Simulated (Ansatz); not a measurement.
# CH4OS: a ladder of functionals and wavefunction methods

An exercise on one series of results from a longer session: the logs are not shown, and one member is left open.

The runs use Ansatz 0.2.0, Gaussian basis; functionals in def2-TZVPP, the program's frozen cores in correlated methods.

Plan: LDA (SPW92), PBE-D4, revPBE-D4, BLYP-D4, r2SCAN-D4, B97M-V, PBE0-D4, B3LYP-D4, r2SCANh-D4, r2SCAN0-D4, HSE06-D4, BHLYP-D4, CAM-B3LYP-D4, LC-ωPBE, ωB97X-V, ωB97M-V, B2PLYP, PBE-QIDH; CCSD(T)/def2-SVP; CCSD(T)/def2-TZVPP; MP2/def2-QZVPP; extrapolation to the limit; RPA on PBE.

### The relaxed structure

An earlier PBE0-D4 in a triple-zeta def2 set relaxation fixed the geometry.

SMILES `OCS`, 7 atoms, charge 0, spin multiplicity 1.

Atoms are counted from 1 here; the program's logs count them from 0.

Bond lengths: O1–C2 1.405 Å, O1–H4 0.962 Å, C2–S3 1.793 Å, C2–H5 1.097 Å, C2–H6 1.095 Å, S3–H7 1.343 Å. Angles: C2–O1–H4 108.2°, O1–C2–S3 110.6°, O1–C2–H5 112.1°, O1–C2–H6 111.7°, S3–C2–H5 104.5°, S3–C2–H6 109.2°, H5–C2–H6 108.4°, C2–S3–H7 96.4°.

The first run:

File in.yaml:

```yaml
crystal:
  periodic: [false, false, false]
  atoms:
    - {symbol: O, position_ang: [-0.822197, -0.780751, -0.516506]}
    - {symbol: C, position_ang: [-0.046462, 0.328571, -0.139634]}
    - {symbol: S, position_ang: [1.657366, -0.158308, 0.136166]}
    - {symbol: H, position_ang: [-1.733923, -0.489206, -0.616132]}
    - {symbol: H, position_ang: [0.009435, 1.082797, -0.934231]}
    - {symbol: H, position_ang: [-0.435852, 0.806956, 0.764782]}
    - {symbol: H, position_ang: [1.432833, -0.858057, 1.259854]}
basis:
  gaussian: {orbitals: def2-TZVPP}
hamiltonian: {xc: lda}
output: {orbitals: {seedname: orbitals}}
```

The run is started by

```bash
$ ansatz run in.yaml --threads 2 --pin off --events-out ev --progress --plain --max-ram 4352MiB
```

Steps of the session up to this table: LDA; PBE-D4 (GGA); revPBE-D4 (GGA); BLYP-D4 (GGA); r2SCAN-D4 (meta-GGA); B97M-V (meta-GGA); PBE0-D4 (hybrid); B3LYP-D4 (hybrid); r2SCANh-D4 (hybrid); r2SCAN0-D4 (hybrid); HSE06-D4 (hybrid); BHLYP-D4 (hybrid); CAM-B3LYP-D4 (range-separated); LC-ωPBE (range-separated); ωB97X-V (range-separated); ωB97M-V (range-separated); B2PLYP (double hybrid); PBE-QIDH (double hybrid).

One table of the session follows, with a row left open; its other results are not shown here.

It belongs to the step «Orbital energies across the functionals». 

```
  functional  HOMO (eV)  LUMO (eV)  gap (eV)
 LDA (SPW92)      -5.96      -0.61      5.35
      PBE-D4      -5.84      -0.45      5.39
   revPBE-D4      -5.79      -0.38      5.41
     BLYP-D4      -5.69      -0.42      5.27
   r2SCAN-D4      -6.10      -0.03      6.07
      B97M-V      -6.19      -0.22      5.97
     PBE0-D4      -7.10       0.48      7.58
    B3LYP-D4      -6.86       0.15      7.01
  r2SCANh-D4      -6.57       0.31      6.88
  r2SCAN0-D4      -7.27       0.79      8.06
    HSE06-D4      -6.69       0.10      6.79
    BHLYP-D4      -8.22       1.23      9.45
CAM-B3LYP-D4      -8.47       1.37      9.83
     LC-ωPBE          ?          ?         ?
     ωB97X-V      -9.51       2.51     12.02
     ωB97M-V      -9.35       2.12     11.47
```

Estimate the missing values for LC-ωPBE.

The run gave: HOMO (eV): -9.90; LUMO (eV): 2.69; gap (eV): 12.58. In the column «HOMO (eV)» it is the lowest.
